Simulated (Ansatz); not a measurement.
```yaml
crystal:
  periodic: [false, false, false]
  atoms:
    - {symbol: O, position_ang: [-1.761142, -0.901764, -0.372930]}
    - {symbol: Al, position_ang: [-0.424051, 0.060226, -0.815782]}
    - {symbol: Al, position_ang: [1.332174, 0.339367, 1.062632]}
    - {symbol: H, position_ang: [-2.486374, -1.090704, -0.967632]}
    - {symbol: H, position_ang: [-0.413066, 0.659674, -2.297365]}
    - {symbol: H, position_ang: [2.554984, -0.670254, 1.230417]}
    - {symbol: H, position_ang: [1.258574, 1.535355, 2.114761]}
basis:
  gaussian: {orbitals: def2-SVP, final_grid: {core_spheres: 8, valence_spheres: 7, degree: 23}}
hamiltonian: {xc: {name: HF}}
correlation: {method: mp2, frozen_orbitals: {O: 9}}
output: {forces: true}
```

```sh
$ ansatz run in.yaml --threads 2 --pin off --events-out ev --progress --plain --max-ram 4352MiB
```

Shortened log:

```
Functional definition: HF
Error: "frozen_orbitals" has no count for Al
```

Problem. Something in this input is off. What?

Solution. Frozen orbitals are typed for one element alone, and the program wants a count for each. The program refused the input.
